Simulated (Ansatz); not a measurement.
**C₂H₃FO: one species, many methods**

One table from this session's results is given with a row withheld; the runs are named, their logs left out.

Method: functionals in def2-TZVPP, the program's frozen cores in correlated methods; program: Ansatz 0.2.0, Gaussian basis.

The runs, in order: LDA (SPW92), PBE-D4, revPBE-D4, BLYP-D4, r2SCAN-D4, B97M-V, PBE0-D4, B3LYP-D4, r2SCANh-D4, r2SCAN0-D4, HSE06-D4, BHLYP-D4, CAM-B3LYP-D4, LC-ωPBE, ωB97X-V, ωB97M-V, B2PLYP, PBE-QIDH; CCSD(T)/def2-SVP; CCSD(T)/def2-TZVPP; MP2/def2-QZVPP; extrapolation to the limit; RPA on PBE.

**The relaxed structure**

An earlier PBE0-D4 in a triple-zeta def2 set relaxation fixed the geometry.

SMILES `O/C=C\F`, 7 atoms, charge 0, spin multiplicity 1.

Atoms are counted from 1 here; the program's logs count them from 0.

Bond lengths: O1–C2 1.349 Å, O1–H5 0.964 Å, C2–C3 1.324 Å, C2–H6 1.081 Å, C3–F4 1.351 Å, C3–H7 1.079 Å. Angles: C2–O1–H5 108.7°, O1–C2–C3 125.6°, O1–C2–H6 113.9°, C3–C2–H6 120.5°, C2–C3–F4 119.8°, C2–C3–H7 125.7°, F4–C3–H7 114.5°.

Set-up of the first run:

Input file in.yaml:

```yaml
crystal:
  periodic: [false, false, false]
  atoms:
    - {symbol: O, position_ang: [-0.959414, 1.150227, -0.179608]}
    - {symbol: C, position_ang: [0.078034, 0.487071, 0.370381]}
    - {symbol: C, position_ang: [0.502510, -0.714321, 0.010654]}
    - {symbol: F, position_ang: [-0.122177, -1.376448, -0.987874]}
    - {symbol: H, position_ang: [-1.339548, 0.604116, -0.877221]}
    - {symbol: H, position_ang: [0.569306, 1.027425, 1.168011]}
    - {symbol: H, position_ang: [1.332489, -1.246072, 0.449857]}
basis:
  gaussian: {orbitals: def2-TZVPP}
hamiltonian: {xc: lda}
output: {orbitals: {seedname: orbitals}}
```

The run is started by

```sh
$ ansatz run in.yaml --threads 2 --pin off --events-out ev --progress --plain --max-ram 4352MiB
```

Among the steps run: LDA; PBE-D4 (GGA); revPBE-D4 (GGA); BLYP-D4 (GGA); r2SCAN-D4 (meta-GGA); B97M-V (meta-GGA); B3LYP-D4 (hybrid); r2SCANh-D4 (hybrid); r2SCAN0-D4 (hybrid); HSE06-D4 (hybrid); BHLYP-D4 (hybrid); CAM-B3LYP-D4 (range-separated); LC-ωPBE (range-separated); ωB97X-V (range-separated); ωB97M-V (range-separated); B2PLYP (double hybrid); PBE-QIDH (double hybrid).

One table of the session follows, with a row left open; its other results are not shown here.

It belongs to the step «Frontier levels by functional». 

| functional | HOMO (eV) | LUMO (eV) | gap (eV) |
| --- | --- | --- | --- |
| LDA (SPW92) | -5.67 | -0.38 | 5.29 |
| PBE-D4 | -5.46 | -0.12 | 5.34 |
| revPBE-D4 | -5.39 | -0.02 | 5.37 |
| BLYP-D4 | -5.36 | -0.05 | 5.32 |
| r2SCAN-D4 | -5.70 | 0.13 | 5.83 |
| B97M-V | -5.76 | 0.19 | 5.95 |
| PBE0-D4 | -6.78 | 0.90 | 7.67 |
| B3LYP-D4 | -6.58 | 0.60 | 7.18 |
| r2SCANh-D4 | -6.19 | 0.50 | 6.70 |
| r2SCAN0-D4 | -6.94 | 1.06 | 7.99 |
| HSE06-D4 | -6.37 | 0.51 | 6.88 |
| BHLYP-D4 | -7.99 | 1.76 | 9.75 |
| CAM-B3LYP-D4 | -8.19 | 1.85 | 10.04 |
| LC-ωPBE | ? | ? | ? |
| ωB97X-V | -9.13 | 3.07 | 12.21 |
| ωB97M-V | -9.05 | 2.63 | 11.68 |

**Question.** Estimate the row for LC-ωPBE.

The run gave: HOMO (eV): -9.51; LUMO (eV): 3.25; gap (eV): 12.76. In the column «HOMO (eV)» it is the lowest.
